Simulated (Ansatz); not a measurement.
## Other spins and charges of Ge$_{2}$H (H-bridged), doublet at one geometry

Geometry (PBE0/def2-TZVP stationary point for this spin, not checked as a minimum):

| atom | x (Å) | y (Å) | z (Å) |
| --- | --- | --- | --- |
| Ge | 0.0000 | -0.4466 | 1.1824 |
| Ge | 0.0000 | -0.4466 | -1.1824 |
| H | 0.0000 | 0.8933 | 0.0000 |

Basis cc-pVDZ; Ansatz 0.2.0. Correlated methods freeze the noble-gas cores and the filled d shells of p-block atoms. Prefix R: restricted or restricted open-shell reference; prefix U: unrestricted. Active spaces: valence = (9e, 9o) chosen from the atoms' valence shells. No spin–orbit coupling is included, and no scalar relativity.

Gaps are energies of the second state less the first, at fixed atoms, for a selection of the levels run; each method lands on the state that its own search finds for that charge and spin.

For open shells CISD is restricted-active-space CI with the open shells as a complete middle space. The largest doubles amplitude grows up the series, to 0.42: the determinant mixes near-degenerate terms, and the last step may understate the doubt.

Removing an electron, to the singlet: 7.994 eV at RCCSDTQ.

| level | gap (eV) | error (meV) |
| --- | --- | --- |
| RHF | 7.512 | -482 |
| RMP2 | 8.132 | 138 |
| CISD | 7.926 | -68 |
| RCCSD | 7.963 | -31 |
| RCCSD(T) | 8.026 | 32 |
| BCCD(T) | 8.026 | 32 |
| RCCSDT | 8.004 | 10 |
| RCCSDT(Q) | 7.999 | 5 |
| CASSCF (valence space) | 7.243 | -751 |
| NEVPT2 (valence space) | 7.974 | -20 |
| MRCISD (valence space) | 7.983 | -11 |
| MRCISD+Q (valence space) | 8.078 | 84 |

Removing an electron, to the triplet: 7.441 eV at UCCSDTQ.

```tsv
level	gap (eV)	error (meV)
UHF	6.825	-616
UCCSD(T)	7.444	3
BCCD(T)	7.450	9
UCCSDT	7.437	-4
MRCISD (valence space)	7.368	-73
PBE	7.612	171
PBE0	7.668	227
B3LYP	7.700	259
wB97M-V	7.676	235
RPA-PBE	7.640	199
```

Quartet less doublet: 1.521 eV at UCCSDTQ.

| level | gap (eV) | error (meV) |
| --- | --- | --- |
| UMP2 | 1.497 | -24 |
| CISD | 1.357 | -164 |
| UCCSD | 1.454 | -67 |
| UCCSD(T) | 1.514 | -7 |
| UCCSDT | 1.514 | -7 |
| UCCSDT(Q) | 1.521 | 0 |
| NEVPT2 (valence space) | 1.547 | 26 |
| MRCISD (valence space) | 1.538 | 17 |
| PBE0 | 1.521 | 0 |
| B3LYP | 1.683 | 162 |

In so small a basis the reference is far from its limit while semilocal and hybrid functionals are nearer theirs (RPA and double hybrids share part of the reference's basis error), so the functionals' errors here hold much of the reference's basis and frozen-core error, which can add to them or hide them.

The reference is named with each gap: full CI where it ran, else the highest cluster level, uncertain by about the last step of the series. The frozen core follows each run's orbitals, which can shift R against U totals by a few meV for light atoms and by up to 0.1 eV past Ca.
